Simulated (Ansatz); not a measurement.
# B₂Si (triplet): from Hartree-Fock to the top rungs at a displaced geometry (v1), cc-pVDZ

One table from this session's results is given with a row withheld; the runs are named, their logs left out.

Method: cc-pVDZ, core rule «outside noble gas», up to 7 orbitals frozen; program: Ansatz 0.2.0, Gaussian basis.

To be run: UHF; CCSD(T) on ROHF; CCSD(T) on UHF; BCCD(T) on ROHF; CISD as a restricted active space (open shells left free, so some higher excitations enter); CCSDT(Q) on ROHF; CCSDT(Q) on UHF.

23 further runs of the same task are left out: 12 that didn't finish, 11 set aside as unsound or not needed. Runs told in other sessions of the task aren't counted.

## The geometry

The geometry is a PBE0/def2-TZVP stationary point (not a proven minimum) with its atoms shifted at random (size 0.040 Å).

3 atoms, charge 0, spin multiplicity 3.

Atoms are counted from 1 here; the program's logs count them from 0.

Bond lengths: B1–B2 1.532 Å, B2–Si3 1.830 Å. Angles: B1–B2–Si3 177.1°.

Set-up of the first run:

Contents of in.yaml:

```yaml
crystal:
  periodic: [false, false, false]
  atoms:
    - {symbol: B, position_ang: [-0.015433, -0.009008, -1.630827]}
    - {symbol: B, position_ang: [-0.016266, -0.025151, -0.098980]}
    - {symbol: Si, position_ang: [0.031698, 0.034159, 1.729807]}
basis:
  gaussian: {orbitals: cc-pVDZ}
magnetization: {spin_polarized: true, initial_magnetization: 2}
hamiltonian: {xc: hf}
output: {orbitals: {seedname: orbitals}}
```

On the command line:

```sh
$ ansatz run in.yaml --threads 1 --pin off --events-out ev --progress --plain --max-ram 2393MiB
```

Among the steps run: UHF; CCSD(T) on ROHF; CCSD(T) on UHF; BCCD(T) on ROHF; CISD as a restricted active space (open shells left free, so some higher excitations enter); CCSDT(Q) on ROHF; CCSDT(Q) on UHF.

One table of the session follows, with a row left open; its other results are not shown here.

```
   method  from RCCSDT(Q) (kcal/mol)
     ROHF                    +157.21
     RMP2                     +37.85
     UMP2                     +39.80
     CISD                     +28.23
    RCCSD                     +13.21
    UCCSD                     +13.69
 RCCSD(T)                      +3.46
 UCCSD(T)                      +3.56
  BCCD(T)                          ?
   RCCSDT                      +1.27
   UCCSDT                      +1.30
RCCSDT(Q)                          0
UCCSDT(Q)                      -0.25
```

**Question.** Estimate the row for BCCD(T).

**Answer.** from RCCSDT(Q) (kcal/mol): +3.43. In the column «from RCCSDT(Q) (kcal/mol)» it lies between UCCSDT (+1.30) and RCCSD(T) (+3.46).

Left out of the table: UHF (another determinant or state than the rows shown).

Caveats from the session: The determinant of HF (⟨S²⟩ 2.83) is far from a pure spin state, so its energy mixes those of several spin states; that is harmless only where they are near-degenerate. Warnings: spin contamination; coupled cluster took another determinant than the lowest; large T1 diagnostic. Restricted and unrestricted rows rest on different reference determinants; a gap between their highest levels can come from leftover correlation error, from unlike frozen cores or from another state.
